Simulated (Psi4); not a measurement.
**UMP3/2ZaPa-NR (fitted SCF) run of [BNH4]− (SMILES [BH2-]N)**

Aim: the energy change on altering one bond length of [BNH4]− at UMP3/2ZaPa-NR (fitted SCF), from 2 runs. 

The results are computed with Psi4 1.11.

6 further runs of the same task are left out: 3 that didn't finish, 3 set aside as unsound or not needed.

### 1 The structure to begin with

The species is [BNH4]− (6 atoms), meant as a doublet with charge -1. SMILES: `[BH2-]N`. Geometry: relaxed at GFN2-xTB.

Bond lengths: B1–N2 1.573 Å, B1–H3 1.274 Å, B1–H4 1.250 Å, N2–H5 1.029 Å, N2–H6 1.021 Å. Angles: B1–N2–H5 111.6°, B1–N2–H6 108.4°, N2–B1–H3 113.0°, N2–B1–H4 110.8°, H5–N2–H6 104.9°, H3–B1–H4 110.4°.

### 2 The energy at UMP3/2ZaPa-NR (fitted SCF)

Input file input.json:

```json
{
  "schema_name": "qcschema_input",
  "schema_version": 1,
  "molecule": {
    "schema_name": "qcschema_molecule",
    "schema_version": 2,
    "symbols": ["B", "N", "H", "H", "H", "H"],
    "geometry": [-0.77327593, -1.29327187, 0.34247507, -0.33090994, 1.64194524, 0.18617582, 1.17208373, -2.50023994, 1.08451382, -1.52635069, -2.13905659, -1.72976081, 0.55977467, 2.14296832, -1.46714557, 0.89867816, 2.14765484, 1.58372277],
    "molecular_charge": -1,
    "molecular_multiplicity": 2,
    "fix_symmetry": "c1"
  },
  "driver": "energy",
  "model": {
    "method": "mp3",
    "basis": "2ZaPa-NR"
  },
  "keywords": {
    "reference": "uhf",
    "scf_type": "df",
    "freeze_core": true,
    "mp_type": "conv"
  }
}
```

On the command line:

```console
$ psi4 --qcschema input.json -n 1 --memory 1600MB
```

stdout:

```text
Psi4 1.11 release

   => Loading Basis Set <=

    Name: 2ZAPA-NR
    Role: ORBITAL
    Keyword: BASIS

         ---------------------------------------------------------
                                   SCF
                              UHF Reference
                        1 Threads,   1525 MiB Core
         ---------------------------------------------------------

  ==> Geometry <==

    Molecular point group: c1
    Full point group: C1

    Geometry (in Bohr), charge = -1, multiplicity = 2:

       Center              X                  Y                   Z               Mass
    ------------   -----------------  -----------------  -----------------  -----------------
         B           -0.358928944031    -1.582589689672     0.141238867738    11.009305360000
         N            0.083437045969     1.352627420328    -0.015060382262    14.003074004430
         H            1.586430715969    -2.789557759672     0.883277617738     1.007825032230
         H           -1.112003704031    -2.428374409672    -1.930997012262     1.007825032230
         H            0.974121655969     1.853650500328    -1.668381772262     1.007825032230
         H            1.313025145969     1.858337020328     1.382486567738     1.007825032230

  Running in c1 symmetry.

  Rotational constants: A =      3.78790  B =      0.75427  C =      0.69097 [cm^-1]
  Rotational constants: A = 113558.51681  B =  22612.41233  C =  20714.89684 [MHz]
  Nuclear repulsion =   30.167217754123133

  Charge       = -1
  Multiplicity = 2
  Electrons    = 17
  Nalpha       = 9
  Nbeta        = 8

  ==> Algorithm <==

  SCF Algorithm Type is DF.
  DIIS enabled.
  MOM disabled.
  Fractional occupation disabled.
  Guess Type is SAD.
  Energy threshold   = 1.00e-08
  Density threshold  = 1.00e-08
  Integral threshold = 1.00e-12

  ==> Primary Basis <==

  Basis Set: 2ZAPA-NR
    Blend: 2ZAPA-NR
    Number of shells: 32
    Number of basis functions: 60
    Number of Cartesian functions: 62
    Spherical Harmonics?: true
    Max angular momentum: 2

   => Loading Basis Set <=

    Name: (2ZAPA-NR AUX)
    Role: JKFIT
    Keyword: DF_BASIS_SCF

  ==> Integral Setup <==

  DFHelper Memory: AOs need 0.012 GiB; user supplied 1.118 GiB.
  SCF_SUBTYPE=INCORE selected. In-core MEM_DF algorithm will be used.
  Using in-core AOs.

  ==> MemDFJK: Density-Fitted J/K Matrices <==

    J tasked:                   Yes
    K tasked:                   Yes
    wK tasked:                   No
    Memory [MiB]:              1144
    Algorithm:                 Core
    Schwarz Cutoff:           1E-12
    Mask sparsity (%):       0.0000
    Fitting Condition:        1E-10

   => Auxiliary Basis Set <=

  Basis Set: (2ZAPA-NR AUX)
    Blend: AUG-CC-PVTZ-JKFIT
    Number of shells: 116
    Number of basis functions: 392
    Number of Cartesian functions: 482
    Spherical Harmonics?: true
    Max angular momentum: 4

  Minimum eigenvalue in the overlap matrix is 9.2987482165E-04.
  Reciprocal condition number of the overlap matrix is 9.8156175416E-05.
    Using symmetric orthogonalization.

  ==> Pre-Iterations <==

  SCF Guess: Superposition of Atomic Densities via on-the-fly atomic UHF (no occupation information).

   -------------------------
    Irrep   Nso     Nmo
   -------------------------
     A         60      60
   -------------------------
    Total      60      60
   -------------------------

  ==> Iterations <==

                           Total Energy        Delta E     RMS |[F,P]|

   @DF-UHF iter SAD:   -80.46662683267709   -8.04666e+01   0.00000e+00
   @DF-UHF iter   1:   -81.23785316312481   -7.71226e-01   9.05307e-03 DIIS/ADIIS
   @DF-UHF iter   2:   -81.35578168625520   -1.17929e-01   5.72307e-03 DIIS/ADIIS
   @DF-UHF iter   3:   -81.41225101740800   -5.64693e-02   7.37279e-04 DIIS/ADIIS
   @DF-UHF iter   4:   -81.41421907835526   -1.96806e-03   2.25539e-04 DIIS/ADIIS
   @DF-UHF iter   5:   -81.41459471441294   -3.75636e-04   9.66451e-05 DIIS
   @DF-UHF iter   6:   -81.41472468882669   -1.29974e-04   5.25356e-05 DIIS
   @DF-UHF iter   7:   -81.41479816010983   -7.34713e-05   2.85124e-05 DIIS
   @DF-UHF iter   8:   -81.41482814324370   -2.99831e-05   1.43858e-05 DIIS
   @DF-UHF iter   9:   -81.41483671814132   -8.57490e-06   6.18295e-06 DIIS
   @DF-UHF iter  10:   -81.41483805435307   -1.33621e-06   2.46588e-06 DIIS
   @DF-UHF iter  11:   -81.41483817108764   -1.16735e-07   1.03937e-06 DIIS
   @DF-UHF iter  12:   -81.41483818583062   -1.47430e-08   3.54281e-07 DIIS
   @DF-UHF iter  13:   -81.41483818696118   -1.13056e-09   1.35409e-07 DIIS
   @DF-UHF iter  14:   -81.41483818715263   -1.91449e-10   5.53893e-08 DIIS
   @DF-UHF iter  15:   -81.41483818719196   -3.93356e-11   2.01351e-08 DIIS
   @DF-UHF iter  16:   -81.41483818719908   -7.11964e-12   7.64959e-09 DIIS
  Energy and wave function converged.

  ==> Post-Iterations <==

   @Spin Contamination Metric:   5.372192971E-03
   @S^2 Expected:                7.500000000E-01
   @S^2 Observed:                7.553721930E-01
   @S   Expected:                5.000000000E-01
   @S   Observed:                5.000000000E-01

    Orbital Energies [Eh]
    ---------------------

    Alpha Occupied:

       1A    -15.328885     2A     -7.378225     3A     -0.909740
       4A     -0.459292     5A     -0.422525     6A     -0.308402
       7A     -0.236055     8A     -0.184456     9A     -0.010206

    Alpha Virtual:

      10A      0.161647    11A      0.169960    12A      0.180191
      13A      0.184310    14A      0.199652    15A      0.229584
      16A      0.261187    17A      0.305065    18A      0.352046
      19A      0.377926    20A      0.398343    21A      0.430994
      22A      0.507905    23A      0.528066    24A      0.549098
      25A      0.579224    26A      0.601540    27A      0.756612
      28A      0.761605    29A      0.881276    30A      1.085326
      31A      1.144790    32A      1.180515    33A      1.215775
      34A      1.232240    35A      1.316830    36A      1.346279
      37A      1.379814    38A      1.430187    39A      1.460032
      40A      1.525461    41A      1.685905    42A      1.838548
      43A      1.850870    44A      1.900843    45A      2.022909
      46A      2.148957    47A      2.233436    48A      2.303485
      49A      2.321572    50A      2.396042    51A      2.535753
      52A      2.700608    53A      2.785236    54A      2.905948
      55A      2.923426    56A      3.071503    57A      3.079298
      58A      3.212222    59A      3.539254    60A      3.794630

    Beta Occupied:

       1A    -15.327821     2A     -7.367323     3A     -0.905981
       4A     -0.431012     5A     -0.416086     6A     -0.297439
       7A     -0.226619     8A     -0.172020

    Beta Virtual:

       9A      0.161936    10A      0.172739    11A      0.177180
      12A      0.185896    13A      0.200542    14A      0.223813
      15A      0.263409    16A      0.302923    17A      0.353768
      18A      0.375473    19A      0.392702    20A      0.400070
      21A      0.439951    22A      0.520941    23A      0.543198
      24A      0.566732    25A      0.597245    26A      0.605542
      27A      0.769692    28A      0.819952    29A      0.903128
      30A      1.095116    31A      1.164647    32A      1.206060
      33A      1.229346    34A      1.265302    35A      1.328360
      36A      1.351893    37A      1.384123    38A      1.435648
      39A      1.466759    40A      1.557461    41A      1.690557
      42A      1.843563    43A      1.856676    44A      1.906495
      45A      2.030931    46A      2.158719    47A      2.235919
      48A      2.308502    49A      2.326110    50A      2.400450
      51A      2.539319    52A      2.703368    53A      2.788876
      54A      2.909915    55A      2.925871    56A      3.074214
      57A      3.082947    58A      3.214273    59A      3.540733
      60A      3.795796

    Final Occupation by Irrep:
              A
    DOCC [     8 ]
    SOCC [     1 ]
    NA   [     9 ]
    NB   [     8 ]

  @DF-UHF Final Energy:   -81.41483818719908

   => Energetics <=

    Nuclear Repulsion Energy =             30.1672177541231328
    One-Electron Energy =                -172.7820267142831483
    Two-Electron Energy =                  61.1999707729609383
    Total Energy =                        -81.4148381871990807

  UHF NO Occupations:
  HONO-2 :    7  A 1.9995936
  HONO-1 :    8  A 1.9982542
  HONO-0 :    9  A 1.0000000
  LUNO+0 :   10  A 0.0017458
  LUNO+1 :   11  A 0.0004064
  LUNO+2 :   12  A 0.0003552
  LUNO+3 :   13  A 0.0001501

Computation Completed

Properties will be evaluated at   0.000000,   0.000000,   0.000000 [a0]

Properties computed using the SCF density matrix

 Multipole Moments:

 ------------------------------------------------------------------------------------
     Multipole            Electronic (a.u.)      Nuclear  (a.u.)        Total (a.u.)
 ------------------------------------------------------------------------------------

 L = 1.  Multiply by 2.5417464519 to convert [e a0] to [Debye]
 Dipole X            :         -0.4005945            1.5509884            1.1503939
 Dipole Y            :          1.5064724            0.0494988            1.5559712
 Dipole Z            :          0.1511122           -0.7328429           -0.5817307
 Magnitude           :                                                    2.0206096

 ------------------------------------------------------------------------------------

	total time  =          1 seconds =       0.02 minutes
 MINTS: Wrapper to libmints.

   Calculation information:
      Number of threads:                 1
      Number of atoms:                   6
      Number of AO shells:              32
      Number of SO shells:              32
      Number of primitives:             72
      Number of atomic orbitals:        62
      Number of basis functions:        60

      Number of irreps:                  1
      Integral cutoff                 1.00e-12
      Number of functions per irrep: [  60 ]

 OEINTS: Overlap, kinetic, potential, dipole, and quadrupole integrals
         stored in file 35.

      Computing two-electron integrals...done
      Computed 1649373 non-zero two-electron integrals.
        Stored in file 33.

  Module OCC Options:
  ----------------------------------------------------------------------------
  ACTIVE                        => (empty)
  BASIS_RELATIVISTIC            => (empty)
  BENCH                         => (empty)
  CACHELEVEL                    => (empty)
  CCL_ENERGY                    => (empty)
  CC_MAXITER                    => (empty)
  CC_TYPE                       => (empty)
  CEPA_OS_SCALE                 => (empty)
  CEPA_SOS_SCALE                => (empty)
  CEPA_SS_SCALE                 => (empty)
  CEPA_TYPE                     => (empty)
  CI_TYPE                       => (empty)
  CUBEPROP_BASIS_FUNCTIONS      => (empty)
  CUBEPROP_FILEPATH             => (empty)
  CUBEPROP_ISOCONTOUR_THRESHOLD => (empty)
  CUBEPROP_ORBITALS             => (empty)
  CUBEPROP_TASKS                => (empty)
  CUBIC_BASIS_TOLERANCE         => (empty)
  CUBIC_BLOCK_MAX_POINTS        => (empty)
  CUBIC_GRID_OVERAGE            => (empty)
  CUBIC_GRID_SPACING            => (empty)
  CUTOFF                        => (empty)
  DDX                           => (empty)
  DEBUG                         => (empty)
  DERTYPE                       => (empty)
  DF_BASIS_CC                   => (empty)
  DIE_IF_NOT_CONVERGED          => (empty)
  DIIS_MAX_VECS                 => (empty)
  DIIS_MIN_VECS                 => (empty)
  DKH_ORDER                     => (empty)
  DOCC                          => (empty)
  DO_DIIS                       => (empty)
  DO_LEVEL_SHIFT                => (empty)
  DO_SCS                        => (empty)
  DO_SOS                        => (empty)
  E3_SCALE                      => (empty)
  EA_POLES                      => (empty)
  EKT_EA                        => (empty)
  EKT_IP                        => (empty)
  EP_EA_POLES                   => (empty)
  EP_IP_POLES                   => (empty)
  EP_MAXITER                    => (empty)
  EXTERNAL_POTENTIAL_SYMMETRY   => (empty)
  E_CONVERGENCE                 => 1e-06           !
  FREEZE_CORE                   => 1               !
  FREEZE_CORE_POLICY            => (empty)
  FROZEN_DOCC                   => (empty)
  FROZEN_UOCC                   => (empty)
  INTEGRAL_PACKAGE              => (empty)
  IP_POLES                      => (empty)
  LEVEL_SHIFT                   => (empty)
  LITERAL_CFOUR                 => (empty)
  LS_THC_BASIS_TOLERANCE        => (empty)
  LS_THC_DF                     => (empty)
  LS_THC_PRUNING_SCHEME         => (empty)
  LS_THC_RADIAL_POINTS          => (empty)
  LS_THC_SPHERICAL_POINTS       => (empty)
  LS_THC_S_EPSILON              => (empty)
  LS_THC_WEIGHTS_TOLERANCE      => (empty)
  MAT_NUM_COLUMN_PRINT          => (empty)
  MAX_MOGRAD_CONVERGENCE        => (empty)
  MAX_RADIAL_MOMENT             => (empty)
  MBIS_D_CONVERGENCE            => (empty)
  MBIS_MAXITER                  => (empty)
  MBIS_PRUNING_SCHEME           => (empty)
  MBIS_RADIAL_POINTS            => (empty)
  MBIS_SPHERICAL_POINTS         => (empty)
  MOGRAD_DAMPING                => (empty)
  MOLDEN_WITH_VIRTUAL           => (empty)
  MO_MAXITER                    => (empty)
  MO_READ                       => (empty)
  MO_STEP_MAX                   => (empty)
  MO_WRITE                      => (empty)
  MP2_OS_SCALE                  => (empty)
  MP2_SOS_SCALE                 => (empty)
  MP2_SOS_SCALE2                => (empty)
  MP2_SS_SCALE                  => (empty)
  MP2_TYPE                      => (empty)
  MP_TYPE                       => CONV            !
  NAT_ORBS                      => (empty)
  NUM_FROZEN_DOCC               => (empty)
  NUM_FROZEN_UOCC               => (empty)
  NUM_GPUS                      => (empty)
  OCC_ORBS_PRINT                => (empty)
  OEPROP                        => (empty)
  OPT_METHOD                    => (empty)
  ORBITAL_OPTIMIZER_PACKAGE     => (empty)
  ORB_OPT                       => FALSE           !
  ORB_RESP_SOLVER               => (empty)
  ORTH_TYPE                     => (empty)
  OS_SCALE                      => (empty)
  PARENT_SYMMETRY               => (empty)
  PCG_BETA_TYPE                 => (empty)
  PCG_CONVERGENCE               => (empty)
  PCG_MAXITER                   => (empty)
  PCM                           => (empty)
  PE                            => (empty)
  PRINT                         => (empty)
  PRINT_NOONS                   => (empty)
  PROPERTIES                    => (empty)
  PROPERTIES_ORIGIN             => (empty)
  PUREAM                        => (empty)
  QC_MODULE                     => (empty)
  RAS1                          => (empty)
  RAS2                          => (empty)
  RAS3                          => (empty)
  RAS4                          => (empty)
  RELATIVISTIC                  => (empty)
  RELAXED                       => (empty)
  REMP_A                        => (empty)
  RESTRICTED_DOCC               => (empty)
  RESTRICTED_UOCC               => (empty)
  RMS_MOGRAD_CONVERGENCE        => (empty)
  R_CONVERGENCE                 => (empty)
  SCF_TYPE                      => DF              !
  SCREENING                     => (empty)
  SCS_TYPE                      => (empty)
  SOCC                          => (empty)
  SOS_TYPE                      => (empty)
  SPIN_SCALE_TYPE               => NONE            !
  SS_SCALE                      => (empty)
  SYMMETRIZE                    => (empty)
  TPDM_ABCD_TYPE                => (empty)
  WFN                           => (empty)
  WFN_TYPE                      => OMP3            !
  WRITER_FILE_LABEL             => (empty)
  ZORA_BASIS_TOLERANCE          => (empty)
  ZORA_NR_DEBUG                 => (empty)
  ZORA_PRUNING_SCHEME           => (empty)
  ZORA_RADIAL_POINTS            => (empty)
  ZORA_SPHERICAL_POINTS         => (empty)

 ==============================================================================
 ==============================================================================
 ==============================================================================

                             MP3

 ==============================================================================
 ==============================================================================
 ==============================================================================

	MO spaces per irreps...

	IRREP   FC   AOCC  BOCC  AVIR    BVIR  FV
	==========================================
	   A     2     7     6    51     52     0
	==========================================

	Computing MP2 energy using SCF MOs (Canonical MP2)...
	==============================================================================
	Nuclear Repulsion Energy (a.u.)    :    30.16721775412313
	SCF Energy (a.u.)                  :   -81.41483818719908
	REF Energy (a.u.)                  :   -81.41483818719908
	Alpha-Alpha Contribution (a.u.)    :    -0.03662639962654
	Alpha-Beta Contribution (a.u.)     :    -0.22007736488452
	Beta-Beta Contribution (a.u.)      :    -0.02842184215000
	Scaled_SS Correlation Energy (a.u.):    -0.02168274725885
	Scaled_OS Correlation Energy (a.u.):    -0.26409283786142
	SCS-MP2 Total Energy (a.u.)        :   -81.70061377231934
	SOS-MP2 Total Energy (a.u.)        :   -81.70093876154895
	SCSN-MP2 Total Energy (a.u.)       :   -81.52932309272579
	SCS-MP2-VDW Total Energy (a.u.)    :   -81.72906133513953
	SOS-PI-MP2 Total Energy (a.u.)     :   -81.72294649803742
	MP2 Correlation Energy (a.u.)      :    -0.28512560666106
	MP2 Total Energy (a.u.)            :   -81.69996379386014
	==============================================================================

	Computing MP3 energy using SCF MOs (Canonical MP3)...
	==============================================================================
	Nuclear Repulsion Energy (a.u.)    :    30.16721775412313
	SCF Energy (a.u.)                  :   -81.41483818719908
	REF Energy (a.u.)                  :   -81.41483818719908
	Alpha-Alpha Contribution (a.u.)    :    -0.03563881280913
	Alpha-Beta Contribution (a.u.)     :    -0.24482668725026
	Beta-Beta Contribution (a.u.)      :    -0.02666164158411
	MP2.5 Correlation Energy (a.u.)    :    -0.29612637415228
	MP2.5 Total Energy (a.u.)          :   -81.71096456135136
	SCS-MP3 Total Energy (a.u.)        :   -81.70611415606496
	3rd Order Energy (a.u.)            :    -0.02200153498245
	MP3 Correlation Energy (a.u.)      :    -0.30712714164351
	MP3 Total Energy (a.u.)            :   -81.72196532884259
	==============================================================================

	total time  =          2 seconds =       0.03 minutes

    Psi4 run time: 0:00:03.88
```

The result, in JSON:

```text
{
 "driver": "energy",
 "model": {
  "method": "mp3",
  "basis": "2ZaPa-NR"
 },
 "success": true,
 "return_result": -81.72196532884259,
 "properties": {
  "calcinfo_nbasis": 60,
  "calcinfo_nmo": 60,
  "calcinfo_nalpha": 9,
  "calcinfo_nbeta": 8,
  "calcinfo_natom": 6,
  "nuclear_repulsion_energy": 30.167217754123133,
  "return_energy": -81.72196532884259,
  "scf_one_electron_energy": -172.78202671428315,
  "scf_two_electron_energy": 61.19997077296094,
  "scf_dipole_moment": [1.1503938781973357, 1.5559712359955742, -0.5817307316985547],
  "scf_total_energy": -81.41483818719908,
  "scf_iterations": 16,
  "mp2_same_spin_correlation_energy": -0.06504824177653866,
  "mp2_opposite_spin_correlation_energy": -0.2200773648845208,
  "mp2_singles_energy": 0.0,
  "mp2_doubles_energy": -0.2851256066610594,
  "mp2_correlation_energy": -0.2851256066610546,
  "mp2_total_energy": -81.69996379386014
 }
}
```

It took 5.4 s on 1 thread of Intel Xeon Platinum 8259CL at 2.50GHz (Skylake/Cascade Lake), shared host; peak memory 0.34 GiB.

(Part 1 of 2 ends here.)
